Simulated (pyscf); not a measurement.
One multi-bond step on the singlet surface with elements of a group swapped. ωB97M-D3(BJ)/def2-TZVP, eV, from the separated reactants. Structures and frequencies: ωB97X-D3(BJ)/def2-SVP in PySCF.

| step | barrier | reaction energy | imaginary mode (i cm⁻¹) |
|---|---|---|---|
| `[GeH4]` + `[FH]` + `[FH]` → `[F][GeH3]` + `[H][H]` + `[FH]` | 1.25 | -0.38 | 1081 |
| `[SiH4]` + `[FH]` + `[FH]` → `[F][SiH3]` + `[H][H]` + `[FH]` | ? | ? | 1211 |

Problem. Fill in the missing entries.

Solution. 
- `[SiH4]` + `[FH]` + `[FH]` → `[F][SiH3]` + `[H][H]` + `[FH]`, barrier: 0.96
- `[SiH4]` + `[FH]` + `[FH]` → `[F][SiH3]` + `[H][H]` + `[FH]`, reaction energy: -1.12

Row 1: On the reactant side the descent ends in a bound adduct, 0.37 eV under the separated species and 1.60 eV under the saddle at ωB97X-D3(BJ)/def2-TZVP. On the product side the descent ends in a bound adduct (not fully relaxed), 0.35 eV under the separated species and 2.00 eV under the saddle at ωB97X-D3(BJ)/def2-TZVP. Row 2: On the reactant side the descent ends in a bound adduct, 0.37 eV under the separated species and 1.35 eV under the saddle at ωB97X-D3(BJ)/def2-TZVP. On the product side the descent ends in a complex (not fully relaxed), 0.25 eV under the separated species and 2.35 eV under the saddle at ωB97X-D3(BJ)/def2-TZVP. Each row is the saddle that its search found. Elements up to Kr have no core potential and no relativistic terms here.
